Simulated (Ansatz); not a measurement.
A nudged elastic band was laid between two geometries of BH3O + FH (7 atoms, charge 0, multiplicity 1).

All numbers below come from RKS BLYP-D4/def2-mTZVP (Ansatz 0.2.0).

```
movable images  : 7
climbing image  : yes
spring          : 2.0 to 10.0 eV/Å², energy-weighted
optimiser       : quadratic models (default)
start path      : through a guess of the saddle point
force threshold : 0.05 eV/Å
iteration limit : 60
end points      : relaxed
```

First end point:

```xyz
7
Properties=species:S:1:pos:R:3
B -0.334 -0.494 -0.253
H -0.761 0.191 0.656
O 0.939 -0.352 -0.690
H 1.451 0.336 -0.210
H -1.035 -1.306 -0.777
F 1.226 1.709 1.306
H 0.339 1.367 1.359
```

Last end point:

```xyz
7
Properties=species:S:1:pos:R:3
B 0.388 0.223 -0.747
H -0.839 0.598 2.813
O 1.616 -0.340 -0.577
H 1.633 -1.292 -0.791
H -0.574 -0.379 -1.126
F 0.274 1.533 -0.473
H -0.674 1.106 2.291
```

Task: What changes between the two ends?

Result: Bonds broken: B1–H2, F6–H7. Bonds formed: B1–F6, H2–H7. BH3O + FH becomes BFH2O + H2.

Task: Give the energies along the band, and the barrier.

Result: The run converged. The highest image is number 5 of 0 to 8, 24.2 kcal/mol above the first end and 55.2 kcal/mol above the last; the last end lies 31.0 kcal/mol below the first. Another band between the same ends (7 images) ends at a top of the same energy, where a vibrational analysis finds 1 clearly imaginary mode. The orbitals stay closed-shell, which can raise the energy where a bond breaks towards radicals; this wasn't checked here.

```tsv
image	path coordinate (Å)	energy (kcal/mol)	B1–H2 (Å)	F6–H7 (Å)	B1–F6 (Å)
0	0.00	0.0	1.22	0.95	3.12
1	1.10	2.1	1.21	0.95	3.19
2	2.09	3.1	1.21	0.95	3.00
3	2.79	6.8	1.22	0.96	2.38
4	3.19	16.3	1.27	1.02	1.98
5	3.48	24.2	1.37	1.20	1.74
6	3.88	5.0	1.61	1.54	1.49
7	4.97	-19.1	2.19	2.19	1.36
8	6.97	-31.0	3.79	2.95	1.34
```

Task: What is the geometry of the highest image?

Result: 
```xyz
7
Properties=species:S:1:pos:R:3:forces:R:3
B -0.043 0.036 -0.075 0.00 0.00 0.00
H -0.191 -0.140 1.272 0.00 0.00 0.00
O 1.073 -0.536 -0.619 0.00 0.00 0.00
H 1.900 -0.431 -0.112 0.00 0.00 0.00
H -1.093 -0.051 -0.618 0.00 0.00 0.00
F 0.206 1.704 0.360 0.00 0.00 0.00
H -0.028 0.868 1.182 0.00 0.00 0.00
```

Time of the run: 5.2 min on 1 thread of Arm Neoverse V2 (shared host), peak memory 0.13 GiB.
